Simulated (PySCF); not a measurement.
Functional benchmark on one molecule

Molecule: SMILES ClCCl, CH₂Cl₂.

Structure with atom numbers: `[Cl:1][CH2:2][Cl:3]`; H(Xn) means a hydrogen on atom n.

Geometry PBE0-D3(BJ)/def2-SVP throughout; GIAO in PySCF 2.14.0 with density-fitted response routines, gas phase, one conformer, non-relativistic; equivalent atoms averaged; basis pcSseg-2.

Reference values (measured; solution, THF-d8, 298 K; Fulmer et al., Organometallics 2010, 29, 2176): δ(H(C2)) = 5.51 ppm, δ(C2) = 54.7 ppm. Computed shifts are taken against TMS, calculated as an isolated molecule at each level.

Question: How do the functionals HF, LDA, PBE, BLYP, BP86, OPBE, KT2, KT3, B97-D, B3LYP, PBE0, mPW1PW91, WP04, B97-2, BHandHLYP, CAM-B3LYP, wB97X-D, LC-wPBE perform against the reference? Times are CPU seconds on shared hosts with different chips, so compare them loosely.

Answer: 
| functional | kind | H(C2) | C2 | abs. error H | abs. error C | core-s |
| --- | --- | --- | --- | --- | --- | --- |
| HF | Hartree–Fock | 4.94 | 56.6 | 0.57 | 1.9 | 2.7 |
| LDA | LDA | 5.66 | 73.0 | 0.15 | 18.3 | 5.3 |
| PBE | GGA | 5.62 | 72.2 | 0.11 | 17.5 | 6.8 |
| BLYP | GGA | 5.65 | 73.7 | 0.14 | 19.0 | 6.5 |
| BP86 | GGA | 5.60 | 72.4 | 0.09 | 17.7 | 6.9 |
| OPBE | GGA | 5.61 | 70.8 | 0.10 | 16.1 | 6.8 |
| KT2 | GGA | 5.69 | 70.6 | 0.18 | 15.9 | 6.8 |
| KT3 | GGA | 5.67 | 71.0 | 0.16 | 16.3 | 6.9 |
| B97-D | GGA | 5.64 | 72.8 | 0.13 | 18.1 | 6.8 |
| B3LYP | global hybrid | 5.43 | 69.7 | 0.08 | 15.0 | 5.2 |
| PBE0 | global hybrid | 5.36 | 67.5 | 0.15 | 12.8 | 5.2 |
| mPW1PW91 | global hybrid | 5.35 | 67.9 | 0.16 | 13.2 | 5.2 |
| WP04 | global hybrid | 5.31 | 75.1 | 0.20 | 20.4 | 8.8 |
| B97-2 | global hybrid | 5.39 | 68.3 | 0.12 | 13.6 | 8.8 |
| BHandHLYP | global hybrid | 5.21 | 64.5 | 0.30 | 9.8 | 8.6 |
| CAM-B3LYP | range-separated hybrid | 5.25 | 65.8 | 0.26 | 11.1 | 12 |
| wB97X-D | range-separated hybrid | 5.20 | 66.0 | 0.31 | 11.3 | 5.7 |
| LC-wPBE | range-separated hybrid | 4.97 | 61.5 | 0.54 | 6.8 | 14 |

For ¹H the closest is B3LYP (0.08 ppm, with BP86, OPBE practically level) and the furthest HF (0.57 ppm).

For ¹³C the closest is HF (1.9 ppm) and the furthest WP04 (20.4 ppm). One molecule is a small sample, and vibrational and solvent effects are absent from the calculation.
